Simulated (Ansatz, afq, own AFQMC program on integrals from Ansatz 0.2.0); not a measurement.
SiH₄, singlet in 6-31G, levels against full CI

```xyz
5

Si   -0.0631    0.0632    0.0627
H     0.7927    0.9220    0.9196
H    -0.9227   -0.7912    0.9202
H    -0.9179    0.9188   -0.7984
H     2.8066   -2.8112   -2.7892
```

Basis 6-31G. Only valence electrons are correlated. Ansatz 0.2.0 and our own AFQMC program on the same integrals; the CISD trial comes from CCSD amplitudes, and released means the phaseless constraint is let go. Uncertainties: one standard error, sampling alone.

Determinant: RHF, the one that the program's search chose, which needn't be the lowest solution. The geometry is a point of a scan.

Full CI on the same integrals is exact in this basis and with this determinant's frozen core.

Cautions: restricted determinant unstable towards unrestricted (UHF 4.61 eV lower, ⟨S²⟩ 1.00); strong correlation (T1 0.070, weight of the determinant 0.50, largest double 0.95); the CCSD(T) amplitudes may be one of several solutions (largest double 0.95); the CCSDT(Q) amplitudes may be one of several solutions (largest double 0.98); the CCSDTQ amplitudes may be one of several solutions (largest double 0.98); the next higher spin lies close (within 5 meV by full CI).

```
T1 diagnostic                               : 0.0700
weight of the determinant in the CISD state : 0.500
size of the correlated space                : 8 electrons in 16 orbitals
```

```tsv
level	correlation energy (eV)
MP2	-4.6212
CCSD	-6.2919
CCSD(T)	-6.6456
```

(1) Estimate where AFQMC with the constraint released lies against CCSD(T) on the same integrals.

(1) 15.8 ± 0.7 kJ/mol above CCSD(T).

Reference: full CI, correlation energy -6.498 eV. The released energy is read at 2.40 1/Eh (meV from the phaseless value at times in 1/Eh: 6 ± 8 at 0.24, -9 ± 8 at 0.51, 0 ± 7 at 0.99, 8 ± 6 at 1.62, 3 ± 7 at 2.40). The cautions show a poor starting determinant, so the rows tell how each method copes with it here, and full CI is the sure value.

```tsv
level	E − E(reference) (kJ/mol)	share of correlation (%)
CCSD(T)	-14.3	102.28
CCSDT	0.2	99.97
CCSDT(Q)	-0.1	100.02
CCSDTQ	0.0	100.00
ph-AFQMC/CISD	1.3 ± 0.7	99.80
released AFQMC	1.5 ± 0.7	99.76
```

CCSDT and higher add their correlation energy to the determinant of the CCSD(T) run, since their own runs factorise the integrals more tightly (a shift of under 2 meV). A walk keeps the symmetry of its determinant, which the program's search chose and which needn't be the lowest solution, so a lower state of the same spin and another symmetry isn't excluded. Released energies are given only where the last usable release times agree within the noise; a slower fall can still hide under it.
